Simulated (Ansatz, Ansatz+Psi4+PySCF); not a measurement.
```xyz
2

Si    0.0000    0.0000   -1.2353
Si    0.0000    0.0000    1.2353
```

Basis set: cc-pV(T+d)Z (spherical functions). Correlated methods keep 10 orbitals frozen. Correlation on ROHF uses semicanonical orbitals with singles. Charge 0, multiplicity 3.

Computed with Ansatz (development build ahead of 0.2.0); the reference of a correlated method needn't be the lowest determinant of its kind.

(1) Give the atomization energy at this shape (free ground-state atoms in the same class of orbitals less the molecule, no zero-point energy) of triplet Si2 by ROHF-CCSD(T), UHF-BCCD(T).

Answers

(1)

```csv
method,atomization energy
ROHF-CCSD(T),65.71 kcal/mol
UHF-BCCD(T),65.66 kcal/mol
```

Caution: the reference determinant was not shown to be the lowest; the shape is not the minimum.
